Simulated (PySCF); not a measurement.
Gas-phase reaction: 3 SiHCl₂ + 4 Si = 6 SiCl + SiH₃

Method: PySCF energies plus ideal-gas RRHO corrections (1 bar). † marks an energy on the PBE0/def2-TZVP geometry and frequencies; other levels use their own. CCSD(T) freezes the core. 6-31G* has spherical d functions here. Open shells (unrestricted): SiHCl₂ (multiplicity 2), Si (multiplicity 3, electronic degeneracy 9), SiCl (multiplicity 2, electronic degeneracy 4), SiH₃ (multiplicity 2). Spin-orbit splitting is ignored; it lowers the true energy and changes the entropy of Si, SiCl. B3LYP is the form with VWN-RPA correlation. SiHCl₂: computed as isolated molecules; such fragments, hydroxides, amides, oligomers or adducts are transient or little studied in the gas. CCSD(T) isn't extrapolated to the basis-set limit; its ΔH°(298 K) is -227.3 kJ in def2-SVP and -251.6 kJ in def2-TZVPP. The harmonic model lacks anharmonicity and excited electronic states, which grow with temperature; levels with a mode under 35 cm⁻¹ are left out.

| level | ΔE electronic, kJ | ΔH°(298 K), kJ | ΔS°(298 K), J/K | ΔG°(1800 K), kJ |
|---|---|---|---|---|
| B3LYP/6-31G* | -306 | -317 | 85 | -435 |
| CCSD(T)/def2-TZVPP† | -241 | -252 | 84 | -369 |
| M06-2X/def2-TZVP† | -291 | -302 | 84 | -420 |
| PBE/def2-SVP | -308 | -318 | 83 | -432 |
| PBE/def2-TZVP† | -308 | -319 | 84 | -436 |
| LDA/def2-TZVP† | -332 | -343 | 84 | -461 |
ΔH° is lowest at LDA/def2-TZVP† and highest at CCSD(T)/def2-TZVPP†. No reference value is set beside these.
